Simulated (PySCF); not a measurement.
B3LYP has the VWN-RPA correlation part, as in Gaussian. Excitations are Tamm–Dancoff values on a coarser integration grid. The basis has no diffuse functions, so Rydberg states are missing or too high.

**C₃H₈, SMILES `CCC` (charge 0, multiplicity 1)**

Method: PySCF 2.14.0 with B3LYP-D3(BJ)/def2-TZVP.

```json
{
  "HOMO": "-8.98 eV",
  "dipole_moment": "0.09 D",
  "LUMO": "0.95 eV",
  "HOMO–LUMO gap": "9.93 eV",
  "S1 excitation (TDA)": "8.86 eV",
  "S1 oscillator strength": "0.003",
  "T1 excitation (TDA)": "8.57 eV",
  "S1–T1 gap (TDA)": "0.29 eV",
  "total_energy": "-119.2023 Ha",
  "cost": "roughly 70 core-seconds"
}
```

Bonded distances (Å): C1–C2 1.526, C1–H4 1.093, C1–H5 1.093, C1–H6 1.092, C2–C3 1.526, C2–H7 1.094, C2–H8 1.094, C3–H9 1.093, C3–H10 1.092, C3–H11 1.093. Bond angles (°): C2–C1–H4 111.0, C2–C1–H5 111.0, C2–C1–H6 111.6, H4–C1–H5 107.5, H4–C1–H6 107.8, H5–C1–H6 107.8, C1–C2–C3 112.8, C1–C2–H7 109.4, C1–C2–H8 109.4, C3–C2–H7 109.4, C3–C2–H8 109.4, H7–C2–H8 106.1, C2–C3–H9 111.0, C2–C3–H10 111.6, C2–C3–H11 111.0, H9–C3–H10 107.8, H9–C3–H11 107.5, H10–C3–H11 107.8.
Charge 0, spin multiplicity 1.
